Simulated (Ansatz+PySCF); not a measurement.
A calculation with Ansatz (development build ahead of 0.2.0).

```yaml
crystal:
  periodic: [false, false, false]
  atoms:
    - { symbol: Al, position_ang: [0.0, 0.0, 0.0] }
    - { symbol: "N", position_ang: [0.0, 0.0, 1.74] }
basis:
  gaussian: { orbitals: "6-31G" }
magnetization:
  spin_polarized: true
  initial_magnetization: 2
hamiltonian:
  xc: hf
correlation:
  method: ccsd_t
  frozen_orbitals: { Al: 5, "N": 1 }
```

The input is written out in the form of the current development build from the run's settings.

Output:

```yaml
Converged: yes
Reference_energy: -296.22306 hartree
Correlation_energy: -0.12113 hartree
Total_energy: -296.34419 hartree
Spin_squared_of_the_determinant: 2.060
Largest_doubles_amplitude: 0.10
```
